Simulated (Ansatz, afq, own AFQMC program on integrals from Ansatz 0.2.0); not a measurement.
AFQMC on a folder of integrals that Ansatz 0.2.0 wrote.

```yaml
crystal:
  periodic: [false, false, false]
  atoms:
    - {symbol: Al, position_ang: [0.000000, 0.098057, 0.000000]}
    - {symbol: H, position_ang: [0.000000, 0.388128, -2.661857]}
    - {symbol: H, position_ang: [0.000000, 0.388140, 2.661855]}
    - {symbol: H, position_ang: [0.000000, -3.401162, 0.000008]}
basis:
  gaussian: {orbitals: cc-pVDZ}
total_charge: 1
magnetization: {spin_polarized: true, initial_magnetization: 1}
correlation: {method: ccsd_t, electrons: outside_noble_gas, hamiltonian_folder: ham}
```

```sh
$ ansatz run in.yaml --threads 1 --pin off --events-out ev --progress --plain --max-ram 24576MiB --backend cuda --devices 0, --max-vram 18GiB
```

afq runs on the folder ham with

```
--method phaseless --trial cisd --walkers 4000 --populations 20 --least-time 60 --time-step 0.005 --steps-per-block 50 --equilibration-blocks 40 --max-blocks 4000 --target-error 0.00027 --factor-cut 1e-05 --start spin_pure --seed 4365 --release-times 0.24,0.51,0.99,1.62,2.4 --release-step 0.03 --release-every 3 --taylor-order 6
```

Times are imaginary, in 1/Eh. The walk had a cap of 122 s. With eight or more populations the least sampling time is a fifth of least-time, and the error comes from their spread.

Output of the walk:

```
orbitals 28  electrons 3 2  factors 166 of 308
reference energy -243.16852884 Eh
CCSD correlation -0.04098968 Eh in 23 cycles, weight of the determinant in the CISD state 0.9003
energy of the start -243.204603 Eh
 block  time / (1/Eh)  mean weight  energy / Eh
     1     0.250  0.9999  -243.206030
     2     0.500  0.9999  -243.207162
     3     0.750  1.0000  -243.208022
     4     1.000  0.9999  -243.208743
     5     1.250  0.9998  -243.209395
    10     2.500  0.9999  -243.211069
    15     3.750  0.9999  -243.211770
    19     4.750  1.0001  -243.212126
    29     7.250  1.0000  -243.212138
    39     9.750  1.0001  -243.212298
    49    12.250  1.0001  -243.212318
    59    14.750  1.0002  -243.212331
    69    17.250  1.0001  -243.212333
    79    19.750  0.9998  -243.212448
    87    21.750  1.0001  -243.212631
    89    22.250  1.0000  -243.212294
error from the spread of 20 populations
released: time / (1/Eh)  energy / Eh  error  mean overlap
  0.24  -243.212410  0.000064  0.9987
  0.51  -243.212412  0.000058  0.9989
  0.99  -243.212501  0.000058  0.9961
  1.62  -243.212520  0.000054  0.9938
  2.40  -243.212506  0.000053  0.9958
energy -243.212318 +/- 0.000060 Eh
(rows thinned)
```

The run passed its tests (sampling time, drift between the halves within three errors, error under three times the target), which doesn't prove that it has relaxed.

Against this walk (error 1.6 meV) on the same determinant: CCSD(T) 64.9 meV higher, CCSDT(Q) 0.2 meV lower (within the noise), CCSDTQ 3.0 meV lower (within the noise), full CI 3.0 meV lower (within the noise). The error is statistical and leaves out the bias of the constraint. The determinant has ⟨S²⟩ = 1.79, so the low cluster orders mix in higher spin, while the walk starts as a pure doublet. Released to 2.40 1/Eh the energy lies 5.1 ± 2.2 meV (both errors) below the phaseless value, which shows part or all of the bias of the constraint, and full CI lies 2.2 meV above the released value. The determinant is a poor start (see the cautions), so the low cluster orders aren't to be relied on, and full CI is the sure value.

Cautions: constraint bias not in the error; unrestricted determinant spin contaminated (⟨S²⟩ 1.79 against 0.75).

The walk took 38 s on 1 × NVIDIA H100 80GB HBM3 with 2 threads of AMD EPYC 7R13 Processor (Zen 3), on a shared host (the card was shared). The log's last line is the phaseless energy.

CCSDT and higher add their correlation energy to the determinant of the CCSD(T) run, since their own runs factorise the integrals more tightly (a shift of under 2 meV).
